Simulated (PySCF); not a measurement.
**EPR parameters of [C5H5Cl]+**

Species: C₅H₅Cl (charge +1 and doublet state).
Structure used (GFN2-xTB), in Å, numbered top down from 1:
```
atom  x, y, z in Å
C1     2.7107   -0.7124   -0.0637
C2     1.6268   -0.1810   -0.0278
C3     0.3465    0.4579    0.0129
C4    -0.7910   -0.3556   -0.4347
C5    -2.0814    0.0740   -0.4701
Cl6   -2.5807    1.6102   -0.0023
H7     3.6618   -1.1661   -0.0903
H8     0.1691    0.8347    1.0355
H9     0.4010    1.3945   -0.5693
H10   -0.5886   -1.3686   -0.7609
H11   -2.8689   -0.5851   -0.8170
```

The hyperfine couplings belong to this conformer and change with its torsions.

As a line formula: `[CH+]=[C]C/C=C\Cl` [radical] (charge +1).

Theory: UKS B3LYP, pcH-1 on C Cl H, non-relativistic, mean-field spin-orbit, GIAO in PySCF 2.14.0. The structure is a single GFN2-xTB conformer in the gas phase; no vibrational or solvent corrections. A GFN2-xTB geometry isn't a minimum of the functional, and hyperfine couplings can be far from their values at a DFT geometry, by a factor of two or more for some ions and for spin on atoms past the first row. The SCF solution wasn't tested for stability.

```json
{
  "g1, g2, g3": "2.00201, 2.00965, 2.01515",
  "g_iso": "2.00893",
  "Form of g": "rhombic: the two nearest values differ by 42 % of g3 − g1",
  "⟨S²⟩": "0.7523 (exact 0.7500)",
  "HOMO–LUMO gap, α and β orbitals": "6.16, 1.40 eV",
  "Total energy": "-653.32755 Eh"
}
```

Isotropic coupling and dipolar principal values T1 to T3, in 10⁻⁴ cm⁻¹ (1 × 10⁻⁴ cm⁻¹ = 2.998 MHz):

```json
{"atom": "C1", "isotope": "13C", "a_iso": "3.3", "of which spin–orbit": "0.0", "T1": "-5.8", "T2": "-5.5", "T3": "11.3", "Mulliken spin population": "0.19"}
{"atom": "C2", "isotope": "13C", "a_iso": "-2.1", "of which spin–orbit": "0.0", "T1": "-3.5", "T2": "-1.5", "T3": "5.0", "Mulliken spin population": "0.07"}
{"atom": "C3", "isotope": "13C", "a_iso": "-6.6", "of which spin–orbit": "0.0", "T1": "-2.2", "T2": "-1.3", "T3": "3.5", "Mulliken spin population": "-0.03"}
{"atom": "C4", "isotope": "13C", "a_iso": "4.2", "of which spin–orbit": "-0.1", "T1": "-8.0", "T2": "-7.4", "T3": "15.4", "Mulliken spin population": "0.29"}
{"atom": "C5", "isotope": "13C", "a_iso": "3.5", "of which spin–orbit": "0.2", "T1": "-7.5", "T2": "-6.6", "T3": "14.1", "Mulliken spin population": "0.21"}
{"atom": "Cl6", "isotope": "35Cl", "a_iso": "2.8", "of which spin–orbit": "0.5", "T1": "-11.3", "T2": "-10.7", "T3": "22.0", "Mulliken spin population": "0.17"}
{"atom": "H7", "isotope": "1H", "a_iso": "-5.4", "of which spin–orbit": "0.0", "T1": "-2.7", "T2": "-0.7", "T3": "3.4", "Mulliken spin population": "-0.01"}
{"atom": "H8", "isotope": "1H", "a_iso": "56.1", "of which spin–orbit": "0.0", "T1": "-2.1", "T2": "-0.5", "T3": "2.6", "Mulliken spin population": "0.06"}
{"atom": "H9", "isotope": "1H", "a_iso": "56.3", "of which spin–orbit": "0.0", "T1": "-2.1", "T2": "-0.5", "T3": "2.6", "Mulliken spin population": "0.06"}
{"atom": "H10", "isotope": "1H", "a_iso": "-6.9", "of which spin–orbit": "0.0", "T1": "-3.5", "T2": "-1.0", "T3": "4.5", "Mulliken spin population": "-0.01"}
{"atom": "H11", "isotope": "1H", "a_iso": "-5.9", "of which spin–orbit": "0.0", "T1": "-3.3", "T2": "-1.2", "T3": "4.5", "Mulliken spin population": "-0.01"}
```

Largest spin populations (Mulliken): C4 (+0.29), C5 (+0.21), C1 (+0.19) and Cl6 (+0.17). Four atoms exceed +0.15.

C2, the radical centre as drawn in `[CH+]=[C]C/C=C\Cl`, holds a spin population of +0.07 out of 1.

Axes: g2 points within 9° of the C3–C4 bond and g3 points within 13° of the C5–Cl6 bond.

Under fast tumbling the dipolar parts average out, and these isotropic splittings remain: 2 × 1H (H8/H9, I = 1/2, 3 lines) with 5.99 mT, 1 × 1H (H10, I = 1/2, 2 lines) with 0.73 mT, 1 × 1H (H11, I = 1/2, 2 lines) with 0.62 mT, 1 × 1H (H7, I = 1/2, 2 lines) with 0.57 mT and 1 × 35Cl (Cl6, I = 3/2, 4 lines) with 0.30 mT.

Means are taken over nuclei equivalent by connectivity, which assumes that they swap fast.

Main isotope only: 35Cl (natural samples also hold 24 % 37Cl, magnetic too, which adds its own pattern).

The 13C coupling of C3 (-19.9 MHz) shows only in satellite lines or after enrichment, since that isotope makes up about 1.07 % of natural carbon.

β density exceeds α density at some nuclei, such as C3 (-0.0176), C2 (-0.0056) and H10 (-0.0046), spin density in bohr⁻³. In a single determinant that takes different orbitals for the two spins, that is spin polarisation.
